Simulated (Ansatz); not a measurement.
Geometry optimisation, RKS revPBE-D4/def2-TZVP (Ansatz).

input.yaml

```yaml
crystal:
  periodic: [false, false, false]
  atoms:
    - { symbol: Si, position_ang: [-0.51317, -0.091771, -0.350634] }
    - { symbol: H, position_ang: [0.121456, 0.65029, 2.135091] }
    - { symbol: H, position_ang: [0.644508, -0.815715, 0.269808] }
    - { symbol: H, position_ang: [-0.171839, 1.355888, -0.473221] }
    - { symbol: H, position_ang: [-0.728291, -0.691213, -1.706737] }
    - { symbol: "N", position_ang: [-2.068786, -0.195576, 0.518831] }
    - { symbol: H, position_ang: [-2.461204, -1.107311, 0.738632] }
    - { symbol: H, position_ang: [-2.308547, 0.48886, 1.226842] }
    - { symbol: H, position_ang: [-0.546827, 0.406548, 2.096688] }
basis:
  gaussian: { orbitals: def2-TZVP }
hamiltonian:
  xc: revpbe
  dispersion: d4
relax:
  f_tol: 0.03
  max_steps: 50
```

Command:

```bash
$ ansatz run input.yaml --threads 4 --pin off --max-ram 5120MiB --backend cpu --events-out ev --progress --plain --runs-dir out
```

Question: Where does it end, and by what steps?

Answer: The forces met the threshold. The force dipped under the threshold on the way, but the program's further checks kept it going. After 16 steps the energy has fallen by 0.264 eV; H2 moved furthest, 1.01 Å.

```tsv
step	energy less start (eV)	largest force component (eV/Å)	accepted
0	0.0000	1.492	yes
1	-0.1556	0.510	yes
2	-0.2164	0.291	yes
3	-0.2433	0.089	yes
4	-0.2523	0.079	yes
5	-0.2513	0.246	no
6	-0.2533	0.087	yes
7	-0.2531	0.406	no
8	-0.2562	0.026	yes
9	-0.2581	0.056	yes
10	-0.2598	0.094	yes
11	-0.2607	0.245	yes
12	-0.2623	0.115	yes
13	-0.2629	0.093	yes
14	-0.2641	0.025	yes
15	-0.2630	0.311	no
16	-0.2644	0.029	yes
```

```xyz
9
Properties=species:S:1:pos:R:3
Si -0.635 -0.172 -0.590
H 0.091 1.146 3.010
H 0.532 -0.878 0.048
H -0.237 1.257 -0.781
H -0.890 -0.828 -1.909
N -2.131 -0.189 0.301
H -2.624 -1.075 0.387
H -2.165 0.309 1.188
H 0.026 0.429 2.801
```

Whether the end is a true minimum wasn't checked by a vibrational analysis.

The run took 11 s on 4 threads of Arm Neoverse V1 (shared host), peak memory 0.16 GiB.
